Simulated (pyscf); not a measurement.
`[SiH3][NH][SiH3]` + `[FH]` -> `[F][SiH3]` + `[NH2][SiH3]` (four-centre exchange; singlet surface; N–Si, F–H broken, F–Si, H–N formed). Structures and frequencies: ωB97X-D3(BJ)/def2-SVP in PySCF. Rate constants from transition-state theory, ωB97M-D3(BJ)/def2-TZVP energies (ideal gas, 1 atm, RRHO with modes under 100 cm⁻¹ raised to 100, one conformer, R ln 2 for rigid chiral ones; no tunnelling), k in cm³ molecule⁻¹ s⁻¹.

```tsv
T (K)	1000/T	log10 k
298	3.354	-21.48
600	1.667	-17.50
900	1.111	-16.06
1200	0.833	?
```

Q: Fit an Arrhenius line to the three values, give the activation energy, and predict k at 1200 K.

A: Least squares gives log10 k = -13.44 − 2.40 × 1000/T, so Ea = 2.40 × ln 10 × 1.987 = 11.0 kcal/mol, against an electronic barrier of 10.0. At 1200 K the line gives -15.44; the computed value is -15.26 (ΔG‡ = 54.2 kcal/mol), a factor 1.5 over the line, since the plot is curved. On the reactant side the descent ends in a complex, 7.7 kcal/mol under the separated species and 17.6 kcal/mol under the saddle at ωB97X-D3(BJ)/def2-TZVP. On the product side the descent ends in a complex (not fully relaxed), 4.1 kcal/mol under the separated species and 30.5 kcal/mol under the saddle at ωB97X-D3(BJ)/def2-TZVP. One saddle was located; it need not be the lowest between these sides.
